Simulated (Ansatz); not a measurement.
Several settings on one geometry of the cluster P3 (the lowest doublet isomer of a short search) (that of the charge 0 doublet, PBE0-D4/def2-TZVP). Ansatz on 4 threads of Intel Xeon on a shared host; times are rough.

```xyz
3

P     0.341    1.061    0.328
P    -1.184   -0.334    0.257
P     0.843   -0.727   -0.585
```

Totals from different functionals, basis sets or treatments of relativity can't be compared as stabilities.

DK, ANO-RCC and x2c sets are all-electron and run with scalar relativity unless a key says otherwise. Correlated methods freeze 15 core orbitals.

The spins typed aren't always the lowest for that charge.

Problem. Give the basis size and estimate the energy, ⟨S²⟩ and time of these runs.

| run | method | charge | state | further keys |
| --- | --- | --- | --- | --- |
| 1 | ROHF, rpa/6-31G | 0 | doublet | accuracy: high; scf: {omitted_lower_state_checks: [starts]} |
| 2 | RKS PBE0-D3(BJ)-ATM/cc-pVTZ | 1 | singlet | forces asked |
| 3 | UKS LDA (SPW92)/6-31G | 0 | doublet | – |
| 4 | ROKS ωPBEh/ANO-RCC-VTZP | 0 | doublet | fitting: {mean_field: def2-universal-jkfit}; scf: {lower_state_search: off} |

Solution. 
```tsv
run	functions	energy (Eh)	⟨S²⟩	wall time
1	39	-1022.1654	–	3 s
2	102	-1023.4129	–	2.7 s
3	39	-1020.1060	0.76	1.2 s
4	102	-1026.2180	–	2.5 s
```
